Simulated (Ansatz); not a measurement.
`O[SiH]F` radical at its PBE0-D4/def2-TZVP geometry, where that method's forces vanish. The species carries charge 0 and has multiplicity 2.

```xyz
5

O    -0.5566   -0.0378    0.9624
Si    0.5124   -0.2305   -0.2616
F     0.4383    1.0128   -1.2713
H    -0.4446    0.6948    1.5706
H     0.0505   -1.4393   -1.0001
```

What forces (eV/Å) does r2SCAN-D4/def2-TZVPP give on these atoms in the Gaussian-basis code of Ansatz? (Estimate.)

Computed: 
```
O1  -0.060 -0.012  0.041
Si2  0.072 -0.063 -0.020
F3  -0.006  0.049 -0.047
H4   0.001  0.014  0.016
H5  -0.007  0.012  0.010
```
